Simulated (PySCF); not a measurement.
Molfile (atoms numbered from 1):
```
BH5P
     RDKit          3D

  7  6  0  0  0  0  0  0  0  0999 V2000
   -0.5999   -0.1677    0.0755 B   0  0  0  0  0  0  0  0  0  0  0  0
    1.3241   -0.2702   -0.4630 P   0  0  0  0  0  0  0  0  0  0  0  0
   -1.1538    0.5555   -0.7687 H   0  0  0  0  0  0  0  0  0  0  0  0
   -0.7598    0.2811    1.2194 H   0  0  0  0  0  0  0  0  0  0  0  0
   -1.0439   -1.3240   -0.0159 H   0  0  0  0  0  0  0  0  0  0  0  0
    1.8062    1.0277   -0.0639 H   0  0  0  0  0  0  0  0  0  0  0  0
    1.9174   -0.8845    0.6978 H   0  0  0  0  0  0  0  0  0  0  0  0
  1  2  1  0
  1  3  1  0
  1  4  1  0
  1  5  1  0
  2  6  1  0
  2  7  1  0
M  CHG  1   1  -1
M  END
```

Geometry: PBE0-D3(BJ)/def2-SVP; GIAO absolute shieldings from PySCF 2.14.0 with density-fitted response routines, gas phase, non-relativistic, averaged over equivalent atoms.

At PBE0/pcSseg-1 (66 basis functions, 2.6 s wall time on 1 thread of an Arm Neoverse V1, shared host):
| atoms | σ (ppm) |
| --- | --- |
| B1 | 144.0 |
| P2 | 528.9 |
| H3/H4/H5 | 30.46 |
| H6/H7 | 30.53 |

What do these become at wB97X-D/pcSseg-2?

Results:


| atoms | σ at wB97X-D/pcSseg-2 | change |
| --- | --- | --- |
| B1 | 143.1 | -0.9 |
| P2 | 517.7 | -11.2 |
| H3/H4/H5 | 30.52 | +0.06 |
| H6/H7 | 30.39 | -0.14 |

The largest change is at P2 (phosphorus bonded to B, 2 H). Cost: 149 basis functions, 6.5 s wall time on 1 thread of an Arm Neoverse V1, shared host.
